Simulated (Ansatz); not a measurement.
**C3H4O: a ladder of functionals and wavefunction methods**

Aim: compute C3H4O with functionals from several rungs and with coupled cluster, and see how far each lands from CCSD(T) at the basis-set limit for the atomisation energy.

Program: Ansatz 0.2.0, Gaussian basis. Level of theory: functionals in def2-TZVPP, the program's frozen cores in correlated methods. These are calculated values, not measurements.

Levels to be run: LDA (SPW92), PBE-D4, revPBE-D4, BLYP-D4, r2SCAN-D4, B97M-V, PBE0-D4, B3LYP-D4, r2SCANh-D4, r2SCAN0-D4, HSE06-D4, BHLYP-D4, CAM-B3LYP-D4, LC-ωPBE, ωB97X-V, ωB97M-V, B2PLYP, PBE-QIDH; CCSD(T)/def2-SVP; CCSD(T)/def2-TZVPP; MP2/def2-QZVPP; extrapolation to the limit; RPA on PBE.

## 1. The geometry

The geometry comes from an earlier relaxation with PBE0-D4 in a triple-zeta def2 set; it is a stationary point, not always the lowest conformer.

SMILES `CC=C=O`, 8 atoms, charge 0, spin multiplicity 1.

Atoms are counted from 1 here; the program's logs count them from 0.

Bond lengths: C1–C2 1.502 Å, C1–H5 1.093 Å, C1–H6 1.093 Å, C1–H7 1.091 Å, C2–C3 1.308 Å, C2–H8 1.084 Å, C3–O4 1.160 Å. Angles: C2–C1–H5 111.1°, C2–C1–H6 111.1°, C2–C1–H7 111.3°, H5–C1–H6 107.9°, H5–C1–H7 107.7°, H6–C1–H7 107.7°, C1–C2–C3 123.5°, C1–C2–H8 121.0°, C3–C2–H8 115.6°, C2–C3–O4 179.9°.

## 2. LDA

This LDA is Slater exchange with PW92 correlation.

Input file in.yaml:

```yaml
crystal:
  periodic: [false, false, false]
  atoms:
    - {symbol: C, position_ang: [-0.515833, 0.789992, -0.190394]}
    - {symbol: C, position_ang: [-0.075592, -0.571006, 0.267357]}
    - {symbol: C, position_ang: [1.134170, -1.034836, 0.090305]}
    - {symbol: O, position_ang: [2.208203, -1.444287, -0.067860]}
    - {symbol: H, position_ang: [-1.341007, 0.717275, -0.903696]}
    - {symbol: H, position_ang: [-0.853850, 1.398169, 0.652724]}
    - {symbol: H, position_ang: [0.298582, 1.325414, -0.679528]}
    - {symbol: H, position_ang: [-0.762673, -1.237920, 0.775290]}
basis:
  gaussian: {orbitals: def2-TZVPP}
hamiltonian: {xc: lda}
output: {orbitals: {seedname: orbitals}}
```

Command:

```bash
$ ansatz run in.yaml --threads 2 --pin off --events-out ev --progress --plain --max-ram 4352MiB
```

The runs that follow: PBE-D4 (GGA); revPBE-D4 (GGA); BLYP-D4 (GGA); r2SCAN-D4 (meta-GGA); B97M-V (meta-GGA); B3LYP-D4 (hybrid); r2SCANh-D4 (hybrid); r2SCAN0-D4 (hybrid); HSE06-D4 (hybrid); BHLYP-D4 (hybrid); CAM-B3LYP-D4 (range-separated); LC-ωPBE (range-separated); ωB97X-V (range-separated); ωB97M-V (range-separated); B2PLYP (double hybrid); PBE-QIDH (double hybrid); CCSD(T) in def2-SVP; CCSD(T) in def2-TZVPP; MP2 in def2-QZVPP; RPA on PBE orbitals.

Before running them: what should the planned runs give, taken together? Wanted: atomisation energy, CCSD(T)/CBS; farthest beyond LDA; mean size of error, GGA; mean size of error, meta-GGA; mean size of error, hybrid; mean size of error, range-separated; mean size of error, double hybrid; gap, smallest and largest; T1 diagnostic.

**Answer**, as computed:

| quantity | value |
| --- | --- |
| atomisation energy, CCSD(T)/CBS | 35.743 eV |
| functionals within 0.179 eV (0.5 %) | r2SCANh-D4, ωB97X-V, B2PLYP, PBE-QIDH |
| farthest beyond LDA | PBE-D4 (+1.503 eV) |
| mean size of error, GGA | 0.816 eV |
| mean size of error, meta-GGA | 0.337 eV |
| mean size of error, hybrid | 0.491 eV |
| mean size of error, range-separated | 0.219 eV |
| mean size of error, double hybrid | 0.048 eV |
| gap, smallest and largest | 3.35 eV (LDA (SPW92)), 10.93 eV (LC-ωPBE) |
| T1 diagnostic | 0.0149 |
| triples share of the correlation energy | 4.4 % |

LDA overbinds by 5.916 eV (17 %). PBE-D4 is off by +1.503 eV. Double hybrids carry the basis error of their MP2 part in triple zeta, and no dispersion term here, so their miss is partly the set-up's. By mean error the best rung here is double hybrid (0.048 eV) and the worst beyond LDA is GGA (0.816 eV). The reference freezes the cores and leaves out relativity and excitations past (T), so misses under about 0.179 eV can't be ranked. Hartree-Fock recovers 72 % of the binding; the rest is correlation. CCSD(T) in def2-SVP is off by -1.394 eV, worse than the median functional, from the basis alone. Orbital gaps span 3.3 to 10.9 eV; exact exchange widens them.
